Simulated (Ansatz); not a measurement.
Correlation energies of C$_{4}$H$_{10}$O$_{2}$, SMILES `CC(O)CCO` by basis set

```xyz
16

C     0.8177   -1.6196    1.0664
C     0.7554   -0.5151    0.0302
O     0.7794   -1.0461   -1.2864
C    -0.4406    0.4017    0.2387
C    -0.4477    1.5945   -0.6979
O    -1.5433    2.4594   -0.4736
H     1.6773   -2.2663    0.8822
H     0.8999   -1.2103    2.0758
H    -0.0891   -2.2335    1.0299
H     1.6707    0.0841    0.0944
H     0.0516   -1.6700   -1.3667
H    -0.4534    0.7620    1.2724
H    -1.3610   -0.1842    0.0994
H     0.4461    2.2011   -0.5278
H    -0.4132    1.2538   -1.7392
H    -2.3496    1.9884   -0.6978
```

The species carries charge 0 and has multiplicity 1. The structure was optimised at the PBE0-D4/def2-TZVP level. It is one conformer, not always the lowest. Frozen core, restricted reference, the Gaussian-basis code of Ansatz. CBS rows extrapolate triple and quadruple zeta; past MP2 they add the triple-zeta difference.

```csv
basis,HF (Eh),MP2 corr.
def2-TZVPP,-307.13621,-1.18056
def2-QZVPP,-307.15081,-1.26403
```

Task: Estimate the CCSD correlation energy and the (T) correction in each basis where they were run (hartree).

Result: 
| basis | CCSD corr. | (T) |
| --- | --- | --- |
| def2-TZVPP | -1.22779 | -0.04632 |
| CBS(def2) | -1.37309 | as TZ |
